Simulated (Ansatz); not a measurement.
System: C4H3S, net charge 0, doublet state. It need not be the lowest isomer of its formula. 
Coordinates optimised at B3LYP-D3(BJ)/def2-TZVP (Ansatz, an electronic-structure program):
```xyz
8

S      0.0011     0.0182     1.1362
C      0.0026     1.2954    -0.0469
C     -0.0025    -1.2024    -0.0775
C      0.0003     0.7306    -1.2666
C     -0.0026    -0.6765    -1.3412
H      0.0050     2.3282     0.2558
H     -0.0044    -2.2424     0.2072
H     -0.0047    -1.2602    -2.2485
```
Charge 0, spin multiplicity 2.

Q: Give the harmonic wavenumbers at B3LYP-D3(BJ)/def2-TZVP (Ansatz, finite differences of forces, unscaled).

A: 448, 553, 603, 641, 736, 746, 796, 861, 881, 1063, 1098, 1185, 1356, 1424, 1510, 3224, 3244, 3262 cm⁻¹. Zero-point energy 33.8 kcal/mol.

Q: From these and the geometry, give the ideal-gas thermochemistry at 298.15 K and 1 atm (rigid rotor, harmonic oscillator).

A: Point group Cs, rotational symmetry number 1. Rotational constants 8.283, 5.738, 3.39 GHz. S(trans) 39.17, S(rot) 25.10, S(vib) 3.44, S(elec, spin only) 1.38, S 69.1 cal/(mol K). H(298) - H(0) 3.15 kcal/mol; G - E(el) 16.3 kcal/mol.
